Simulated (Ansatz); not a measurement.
## HGeN, quintet: reading a ladder of total energies

Geometry: that of the HGeN, triplet, kept fixed. The triplet lies 1.8 eV lower here.

```xyz
3

Ge    0.0000   -0.0292    0.3009
N     0.0000    0.0385   -1.5921
H     0.0000    1.5661    0.4378
```

Basis cc-pVDZ; Ansatz 0.2.0. Correlated methods freeze the noble-gas cores and the filled d shells of p-block atoms, which leaves 10 electrons in 31 orbitals. R marks a restricted (for open shells ROHF) determinant, U an unrestricted one. No spin–orbit coupling is included, and no scalar relativity.

Full CI isn't at hand for all of this; UCCSDTQ serves as the reference, and is uncertain by about the last step of the cluster series.

Runs differ by some tens of microhartree through their thresholds and, for an open shell, their frozen cores, so steps under 0.03 kcal/mol mean nothing.

| level | total energy (hartree) |
| --- | --- |
| UHF | -2130.221345 |
| UMP2 | -2130.374152 |
| UCCSD | -2130.408480 |
| UCCSD(T) | -2130.413286 |
| UCCSDT | -2130.414484 |
| UCCSDT(Q) | -2130.414827 |
| UCCSDTQ | -2130.414849 |

Q: What is the correlation energy at UCCSDTQ, and what share of it do UMP2 and UCCSD recover?

A: E(corr) = -2130.414849 − (-2130.221345) = -0.193504 hartree = -5.266 eV. UMP2: -0.152807 / -0.193504 = 78.97 %. UCCSD: -0.187135 / -0.193504 = 96.71 %.

Q: By how many kcal/mol does UCCSD(T) miss UCCSDTQ (1 hartree = 627.509 kcal/mol), and which steps make up the rest?

A: -2130.413286 − (-2130.414849) = 0.001563 hartree = 0.98 kcal/mol. Steps: UCCSDT − UCCSD(T) = -0.75, UCCSDT(Q) − UCCSDT = -0.22, UCCSDTQ − UCCSDT(Q) = -0.01 kcal/mol. Differences between like states or geometries often cancel part of this.
